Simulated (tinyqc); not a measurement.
Ways to converge the cycle: SCF convergence aids in the sto-3g basis, for HF, spin multiplicity 1. Computed by the program tinyqc with PySCF. 

Geometry (angstrom):
```
atom       x       y       z
F     0.0000  0.0000  0.0000
H     0.0000  0.0000  0.7920
```

lowest restricted solution found by these runs and by PySCF = -98.524182 hartree

RHF with one setting changed at a time; a run stops when the energy changes by less than 1e-09 hartree and the error matrix is below 1e-5. The start is the Wolfsberg-Helmholz matrix. Damping d keeps d of the old density; a shift (hartree) raises the virtual levels; DIIS n extrapolates F over n matrices.

Largest element of the error matrix X^T (FDS - SDF) X:
```
iteration    plain  damping 0.3  damping 0.6  shift 0.4   DIIS 3   DIIS 8
1          5.5e-01      5.5e-01      5.5e-01    5.5e-01  5.5e-01  5.5e-01
2          1.2e-01      2.0e-01      3.4e-01    1.8e-01  1.2e-01  1.2e-01
3          3.2e-02      1.0e-01      2.2e-01    7.8e-02  1.7e-02  1.7e-02
4          8.3e-03      4.9e-02      1.5e-01    3.2e-02  1.3e-03  1.3e-03
5          2.1e-03      2.4e-02      1.1e-01    1.3e-02  1.2e-04  1.0e-04
6          5.0e-04      1.2e-02      7.5e-02    5.0e-03  3.8e-07  4.0e-06
8          2.8e-05      2.6e-03      3.7e-02    7.5e-04        -        -
10               -      6.0e-04      1.9e-02    1.1e-04        -        -
14               -      3.0e-05      4.5e-03          -        -        -
20               -            -      5.4e-04          -        -        -
30               -            -      1.5e-05          -        -        -
```

How each run ends:
```
run          iterations  E (hartree)         state
plain                 9    -98.52418  lowest found
damping 0.3          19    -98.52418  lowest found
damping 0.6          39    -98.52418  lowest found
shift 0.4            13    -98.52418  lowest found
DIIS 3                7    -98.52418  lowest found
DIIS 8                7    -98.52418  lowest found
```

6 of 6 runs reach the lowest restricted solution found, in 7 to 39 iterations (fastest: DIIS 3, DIIS 8). Plain steps already contract here, so damping only slows them. DIIS 3 and DIIS 8 gain by cancelling the error over several earlier matrices, much as a quasi-Newton step does.
